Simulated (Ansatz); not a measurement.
SiH4⁺. The state is a doublet with charge 1. Geometry PBE0-D4/def2-TZVP, that of the neutral singlet.

```tsv
atom	x (Å)	y (Å)	z (Å)
Si1	0.000	0.000	0.000
H2	0.118	0.177	-1.469
H3	1.119	0.704	0.675
H4	0.054	-1.447	0.330
H5	-1.292	0.565	0.464
```

Problem. Estimate the α-spin orbital energies around the gap (eV) in Ansatz with PBE-D4/def2-TZVP, r2SCAN-D4/def2-TZVP, PBE0-D4/def2-TZVP.

Solution. 
```
orbital  PBE-D4/def2-TZVP  r2SCAN-D4/def2-TZVP  PBE0-D4/def2-TZVP
 HOMO−5           -102.60              -104.81            -108.02
 HOMO−4           -102.60              -104.81            -108.02
 HOMO−3            -21.76               -22.32             -23.69
 HOMO−2            -16.88               -17.43             -18.40
 HOMO−1            -16.61               -17.03             -18.08
   HOMO            -16.61               -17.03             -18.08
   LUMO             -6.80                -6.39              -5.83
 LUMO+1             -6.78                -6.30              -5.81
 LUMO+2             -6.78                -6.30              -5.81
 LUMO+3             -5.72                -5.04              -4.75
 LUMO+4             -3.46                -3.02              -2.42
 LUMO+5             -3.03                -2.49              -1.96
 β HOMO            -15.95               -16.19             -17.03
 β LUMO            -15.79               -15.75             -15.01
```
